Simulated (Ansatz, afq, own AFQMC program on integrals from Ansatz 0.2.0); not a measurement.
## CH$_{2}$B⁺, triplet: AFQMC among the cluster methods

```yaml
atoms:
  - { symbol: B, position_ang: [0.0000, 0.0000, 0.8265] }
  - { symbol: C, position_ang: [0.0000, 0.0000, -0.5553] }
  - { symbol: H, position_ang: [0.0000, -0.9252, -1.1237] }
  - { symbol: H, position_ang: [0.0000, 0.9252, -1.1237] }
```

Connectivity, by distances: B–CH2.

Basis aug-cc-pVDZ. Noble-gas cores (and the filled d shells of Ga–Kr and In–Xe) are frozen. AFQMC by an in-house program on the Cholesky factors that Ansatz 0.2.0 writes for its CCSD(T) run. ph-AFQMC/CISD is guided by a CISD state made of CCSD amplitudes; releasing the constraint for a short imaginary time cuts its bias at the price of noise, slowly where states lie close. Uncertainties: one standard error, sampling alone.

Determinant: UHF, the one that the program's search chose, which needn't be the lowest solution. The geometry is a PBE0/def2-TZVP stationary point of this or a neighbouring charge and spin state.

No full CI on the walks' own integrals is used here; CCSDT(Q) serves as the reference and is uncertain by about the last step of the cluster series.

```
T1 diagnostic                               : 0.0151
weight of the determinant in the CISD state : 0.924
⟨S²⟩ of the determinant                     : 2.006
size of the correlated space                : 8 electrons in 62 orbitals
```

Reference: CCSDT(Q), correlation energy -4.699 eV. The released energy is read at 2.40 1/Eh (meV from the phaseless value at times in 1/Eh: -1.9 ± 2.1 at 0.24, -3.8 ± 1.8 at 0.51, -3.4 ± 1.6 at 0.99, -3.6 ± 2.3 at 1.62, -3.9 ± 2.0 at 2.40).

| level | E − E(reference) (mEh) | share of correlation (%) |
| --- | --- | --- |
| HF | 172.68 | 0.00 |
| MP2 | 30.84 | 82.14 |
| CCSD | 5.76 | 96.67 |
| CCSD(T) | 1.06 | 99.39 |
| CCSDT | 0.22 | 99.87 |
| ph-AFQMC/CISD | 0.19 ± 0.08 | 99.89 |
| released AFQMC | 0.05 ± 0.07 | 99.97 |

A walk keeps the symmetry of its determinant, which the program's search chose and which needn't be the lowest solution, so a lower state of the same spin and another symmetry isn't excluded. Released energies are given only where the last usable release times agree within the noise; a slower fall can still hide under it.
